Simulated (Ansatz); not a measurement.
`CCC(C)CC(C)C` and `CCCCC(C)C` differ in one atom or group.

Ansatz, PBE0-D4/def2-TZVP geometries, multiplicity 1. Each molecule was computed in one conformer, which needn't be the lowest.

| property | `CCC(C)CC(C)C` |
| --- | --- |
| HOMO energy (PBE/def2-TZVPP) / eV | -7.12 |
| HOMO–LUMO gap (PBE0/def2-TZVPP) / eV | 9.58 |
| HOMO–LUMO gap (PBE/def2-TZVPP) / eV | 7.46 |
| HOMO energy (PBE0/def2-TZVPP) / eV | -8.45 |
| LUMO energy (PBE0/def2-TZVPP) / eV | 1.13 |
| LUMO energy (ωB97M-V/def2-TZVPP) / eV | 2.55 |

**Question.** Give the same properties after the change, and the shifts. (Best estimate.)

**Answer.** Computed: 
```csv
property,`CCCCC(C)C`,shift
HOMO energy (PBE/def2-TZVPP) / eV,-7.26,-0.14
HOMO–LUMO gap (PBE0/def2-TZVPP) / eV,9.79,0.21
HOMO–LUMO gap (PBE/def2-TZVPP) / eV,7.67,0.21
HOMO energy (PBE0/def2-TZVPP) / eV,-8.59,-0.14
LUMO energy (PBE0/def2-TZVPP) / eV,1.20,0.07
LUMO energy (ωB97M-V/def2-TZVPP) / eV,2.61,0.06
```

With PBE0 the HOMO falls by 0.14 eV and the LUMO rises by 0.07 eV, so the gap widens by about 0.21 eV. PBE moves the HOMO by -0.14 eV and ωB97M-V by -0.14 eV.
